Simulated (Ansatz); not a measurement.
Ansatz input

```yaml
crystal:
  lattice:
    - [1.8408492534, 1.062814812, 8.9273213732]
    - [-1.8408492534, 1.062814812, 8.9273213732]
    - [0.0, -2.125629624, 8.9273213731]
  atoms:
    - { symbol: Sm, position: [0.0, 1.0, 0.0], spin: 6.127 }
    - { symbol: Sm, position: [0.2222138926, 0.2222138926, 0.2222138926], spin: 6.103 }
    - { symbol: Sm, position: [0.7777861074, 0.7777861074, 0.7777861074], spin: 6.103 }
hamiltonian:
  xc: pbesol
  pseudopotentials:
    kind: paw
    azcp:
      Sm: "pseudopotentials/Sm.paw.azcp"
basis:
  ecutwfc: 420
  fft_grid_basis: typed
kpoints:
  mp_grid: { grid: [13, 13, 13], shift: [0, 0, 0] }
magnetization:
  spin_polarized: true
scf:
  occupations: { method: fermi_dirac, width: 0.05 }
```

and its output:

```
Warning: the record states the generating functional pbe (its physics header spells it `PBE`), which answers neither for hamiltonian.xc's functional nor for the pbesol family's — results may be inconsistent (PPs are generated against a specific XC)
Warning: where an SCF of this run starts from atoms to list the orders of its open shells, Sm (site 0, from 0) starts with 5.22 μB on its 4f shell and 0.78 μB on its 5d shell, in the place of the 6.13 μB that the deck gives it: its open shells can hold no more by Hund's first rule. To start from spheres of the given moment, type scf.initial_density.shell_occupations: []
Warning: where an SCF of this run starts from atoms to list the orders of its open shells, Sm (sites 1, 2, from 0) starts with 5.22 μB on its 4f shell and 0.78 μB on its 5d shell, in the place of the 6.10 μB that the deck gives it: its open shells can hold no more by Hund's first rule. To start from spheres of the given moment, type scf.initial_density.shell_occupations: []
band count auto-derived: 45 (N_el = 48.0; filled up to band 24; 40 by the electrons, moments and atoms)
Engine: ansatz 0.2.0, x86_64-unknown-linux-gnu
Pseudopotentials: kind: paw
Pseudopotential: Sm, paw, valence charge 16, recommended cutoff 420 eV (normal) 
Functional definition: PBEsol
  exchange = pbesol_x
  correlation = pbesol_c
Crystal: 3 atoms, lattice volume = 104.797 Å³
Basis set: ecut = 420 eV, 2063 PW (Γ)
Bands: 45, of which v1, the nominal top of the filled ones, is band 24 counted from 1 (23 counted from 0)
Symmetry: 12 space group operations
Space group: R-3m (ITA 166), of the structure as read, at distance tolerance 4.7e-5 Å
Magnetic group: BNS 166.97 (UNI 1327), of the structure as read, at distance tolerance 4.7e-5 Å
k-points: 231 of 2197
Non-local potential: Sm, projectors of the file, l = 0: 3, l = 1: 2, l = 2: 2, l = 3: 3
PAW form: soft (Blöchl's): semilocal exchange-correlation on the pseudo side does not see the compensation charge
PAW frozen core: Sm, regenerated for the run's functional, and the local potential with it (the file was generated under x = pbe(κ = 0.804, μ = 0.2195149727645171), c = pbe(β = 0.06672455060314922))
PAW one-centre angular grid: Sm, 590 points (default); XC on 64 Gauss nodes
Initial density: superposition of atomic densities (chi_scale 0.1, normalization cell)
Starting moments: Σ|m| = 18.333 μB on 3 of 3 sites
Initial wavefunctions: pseudopotential atomic-orbital guess
Functional: x = pbesol(κ = 0.804, μ = 0.12345679012345678), c = pbesol(β = 0.046)
iter 1 solved again at ethr=3.09e-4 eV; its pass at ethr=3.10e-3 eV (dr2=1.48e-1 eV) is discarded
SCF iter   1: F=—  HF=-24432.357499 eV  |F-HF|=—  |Δ(HF+E_count)|=         —  Δρ=2.32e-2 (↑2.32e-2 ↓1.00e-2)  dr2=1.47e-1  dr2_m=2.46e-1  M=18.339 μB ∫|m|=18.339 μB  β_m=0.30  ethr=3.09e-4  ⟨swp⟩=1.5  Hψ=98913  notcnv=0
Mixer restart at iter 1: flushing history
spin=Collinear: Kerker preconditioning applied to the charge; magnetization (m = ρ↑ − ρ↓) channel mixes plain (no charge-response kernel on spin).
SCF iter   2: F=—  HF=-24432.807227 eV  |F-HF|=—  |Δ(HF+E_count)|=   4.50e-1  Δρ=1.76e-2 (↑1.76e-2 ↓7.50e-3)  dr2=8.55e-2  dr2_m=1.37e-1  M=18.439 μB ∫|m|=18.439 μB  β_m=0.65  ethr=3.07e-4  ⟨swp⟩=3.5  Hψ=45135  notcnv=0
SCF iter   3: F=—  HF=-24433.720064 eV  |F-HF|=—  |Δ(HF+E_count)|=   9.13e-1  Δρ=1.32e-2 (↑1.32e-2 ↓1.96e-3)  dr2=1.59e-1  dr2_m=4.52e-2  M=18.873 μB ∫|m|=18.873 μB  β_m=0.77  ethr=1.78e-4  ⟨swp⟩=3.5  Hψ=51553  notcnv=0  defer=131
SCF iter   4: F=—  HF=-24434.115987 eV  |F-HF|=—  |Δ(HF+E_count)|=   3.96e-1  Δρ=5.68e-3 (↑5.68e-3 ↓2.09e-3)  dr2=6.47e-2  dr2_m=5.65e-3  M=19.241 μB ∫|m|=19.241 μB  β_m=0.88  ethr=1.78e-4  ⟨swp⟩=3.5  Hψ=54319  notcnv=0  defer=146
SCF iter   5: F=—  HF=-24434.107962 eV  |F-HF|=—  |Δ(HF+E_count)|=   8.03e-3  Δρ=6.50e-3 (↑6.50e-3 ↓1.08e-3)  dr2=3.97e-2  dr2_m=1.15e-2  M=19.278 μB ∫|m|=19.278 μB  β_m=0.86  ethr=1.35e-4  ⟨swp⟩=2.5  Hψ=40728  notcnv=0  defer=225
SCF iter   6: F=—  HF=-24434.182128 eV  |F-HF|=—  |Δ(HF+E_count)|=   7.42e-2  Δρ=8.31e-4 (↑8.31e-4 ↓5.67e-4)  dr2=1.73e-3  dr2_m=2.05e-4  M=19.519 μB ∫|m|=19.519 μB  β_m=0.93  ethr=8.28e-5  ⟨swp⟩=3.3  Hψ=50279  notcnv=0  defer=234
SCF iter   7: F=—  HF=-24434.184124 eV  |F-HF|=—  |Δ(HF+E_count)|=   2.00e-3  Δρ=8.36e-4 (↑8.36e-4 ↓2.27e-4)  dr2=9.30e-4  dr2_m=1.74e-4  M=19.586 μB ∫|m|=19.586 μB  β_m=0.73  ethr=3.60e-6  ⟨swp⟩=2.2  Hψ=42823  notcnv=0  defer=313
SCF iter   8: F=—  HF=-24434.183984 eV  |F-HF|=—  |Δ(HF+E_count)|=   1.40e-4  Δρ=1.81e-4 (↑1.81e-4 ↓1.41e-4)  dr2=3.80e-5  dr2_m=1.75e-5  M=19.595 μB ∫|m|=19.595 μB  β_m=0.86  ethr=1.94e-6  ⟨swp⟩=2.4  Hψ=36538  notcnv=0  defer=349
SCF iter   9: F=—  HF=-24434.184074 eV  |F-HF|=—  |Δ(HF+E_count)|=   9.02e-5  Δρ=1.24e-4 (↑1.24e-4 ↓6.03e-5)  dr2=1.38e-5  dr2_m=5.55e-6  M=19.616 μB ∫|m|=19.616 μB  β_m=0.93  ethr=7.91e-8  ⟨swp⟩=2.4  Hψ=33661  notcnv=0  defer=356
SCF iter  10: F=—  HF=-24434.184111 eV  |F-HF|=—  |Δ(HF+E_count)|=   3.70e-5  Δρ=5.41e-5 (↑5.41e-5 ↓2.23e-5)  dr2=2.42e-6  dr2_m=9.34e-7  M=19.623 μB ∫|m|=19.623 μB  β_m=0.97  ethr=2.88e-8  ⟨swp⟩=2.0  Hψ=32445  notcnv=0  defer=354
SCF iter  11: F=—  HF=-24434.184119 eV  |F-HF|=—  |Δ(HF+E_count)|=   7.64e-6  Δρ=2.17e-5 (↑2.17e-5 ↓9.24e-6)  dr2=1.88e-7  dr2_m=1.60e-7  M=19.628 μB ∫|m|=19.628 μB  β_m=0.98  ethr=5.04e-9  ⟨swp⟩=2.3  Hψ=33156  notcnv=0  defer=353
SCF iter  12: F=—  HF=-24434.184120 eV  |F-HF|=—  |Δ(HF+E_count)|=   1.31e-6  Δρ=1.40e-5 (↑1.40e-5 ↓6.29e-6)  dr2=1.14e-7  dr2_m=6.58e-8  M=19.628 μB ∫|m|=19.628 μB  β_m=0.99  ethr=3.91e-10  ⟨swp⟩=2.0  Hψ=32659  notcnv=0  defer=353
SCF iter  13: F=—  HF=-24434.184121 eV  |F-HF|=—  |Δ(HF+E_count)|=   9.95e-7  Δρ=6.06e-6 (↑6.06e-6 ↓3.63e-6)  dr2=8.23e-8  dr2_m=1.14e-8  M=19.626 μB ∫|m|=19.626 μB  β_m=1.00  ethr=2.37e-10  ⟨swp⟩=2.0  Hψ=32874  notcnv=0  defer=353
SCF iter  14: F=—  HF=-24434.184121 eV  |F-HF|=—  |Δ(HF+E_count)|=   9.22e-8  Δρ=3.88e-6 (↑3.88e-6 ↓1.89e-6)  dr2=3.54e-8  dr2_m=4.57e-9  M=19.626 μB ∫|m|=19.626 μB  β_m=1.00  ethr=1.72e-10  ⟨swp⟩=2.0  Hψ=32289  notcnv=0  defer=353
SCF iter  15: F=—  HF=-24434.184121 eV  |F-HF|=—  |Δ(HF+E_count)|=   2.28e-8  Δρ=1.44e-6 (↑1.44e-6 ↓7.64e-7)  dr2=4.28e-9  dr2_m=5.99e-10  M=19.626 μB ∫|m|=19.626 μB  β_m=1.00  ethr=7.37e-11  ⟨swp⟩=2.0  Hψ=31322  notcnv=0  defer=353
SCF iter  16: F=—  HF=-24434.184121 eV  |F-HF|=—  |Δ(HF+E_count)|=   3.02e-9  Δρ=1.49e-6 (↑1.49e-6 ↓2.47e-7)  dr2=2.90e-9  dr2_m=5.01e-10  M=19.626 μB ∫|m|=19.626 μB  β_m=0.81  ethr=8.92e-12  ⟨swp⟩=2.0  Hψ=32792  notcnv=0  defer=353
SCF iter  17: F=—  HF=-24434.184121 eV  |F-HF|=—  |Δ(HF+E_count)|=  3.24e-10  Δρ=3.63e-7 (↑3.63e-7 ↓1.56e-7)  dr2=1.44e-10  dr2_m=3.48e-11  M=19.626 μB ∫|m|=19.626 μB  β_m=0.90  ethr=6.03e-12  ⟨swp⟩=2.3  Hψ=29472  notcnv=0  defer=353
SCF iter  18: F=—  HF=-24434.184121 eV  |F-HF|=—  |Δ(HF+E_count)|=  2.69e-10  Δρ=1.31e-7 (↑1.31e-7 ↓5.29e-8)  dr2=1.90e-11  dr2_m=4.37e-12  M=19.626 μB ∫|m|=19.626 μB  β_m=0.95  ethr=1.00e-12  ⟨swp⟩=2.5  Hψ=29741  notcnv=0  defer=353
SCF iter  19: F=—  HF=-24434.184121 eV  |F-HF|=—  |Δ(HF+E_count)|=  2.18e-11  Δρ=1.81e-7 (↑1.81e-7 ↓2.73e-8)  dr2=5.52e-11  dr2_m=8.27e-12  M=19.626 μB ∫|m|=19.626 μB  β_m=0.97  ethr=1.00e-12  ⟨swp⟩=1.0  Hψ=20790  notcnv=0  defer=353
SCF iter  20: F=-24434.184121 eV  HF=-24434.184121 eV  |F-HF|=2.22e-8  |Δ(HF+E_count)|=  1.27e-10  Δρ=3.60e-6 (↑3.60e-6 ↓2.16e-8)  dr2=2.15e-8  dr2_m=3.10e-9  M=19.626 μB ∫|m|=19.626 μB  ethr=1.00e-12  ⟨swp⟩=1.0  Hψ=43428  notcnv=0
SCF 1 converged in 20 iterations: F = -24434.184121 eV  dr2 = 2.15e-8
SCF converged after 20 iterations
Magnetization: 19.6260 μB (33.8130 up, 14.1870 down)
Absolute magnetization: 19.6260 μB (∫|ρ↑−ρ↓|, with the PAW one-centre terms)
Spin contamination: 0.0139 ħ² per cell (⟨S²⟩ above its minimum at these occupations)
Per-site moments (μB) at R_I (Å): [(6.136415527144943, 1.5085807237573667), (6.115516905242394, 1.5083560851972937), (6.115516905242397, 1.5083560851972937)]
Free energy (F): -24434.184121 eV
Harris-Foulkes:  -24434.184121 eV  (|F-HF|=2.22e-8)
Internal energy: -24433.958944 eV  (E = F + TS)
E sigma→0 (E₀):  -24434.071533 eV
Entropy (-TS):   -0.225177 eV (-75.059 meV/atom)
Fermi energy:    11.114789 eV
--- Per-component energies (eV) ---
  E_band       = -42.306364
  E_kinetic    = 1002.713838
  E_local      = -4691.316216  (includes V_loc(G=0)·N_el)
  E_nonlocal   = 1216.209832
  E_hartree    = 1829.888593
  E_xc         = -522.339595
  E_vxc        = -572.956294  (∫ρ·V_xc dr)
  E_paw        = -18385.311852  (= ΣΔE_a)
  E_vpaw       = -656.735455  (= ΣTr[D̂ρ^β])
  E_aug_tail   = -0.000001  (compensation charges beyond the density's cutoff)
  E_ewald      = -4885.338818
  E_core_change = 1.535274  (= ΣΔE_core)
  E_smearing   = -0.225177  (= −TS)
  E_closure    = 0.000000  (closes the sum)
  Σ components = -24434.184121   (vs F -24434.184121, Δ=0.00e0)
```

The f occupation was not exhaustively searched.
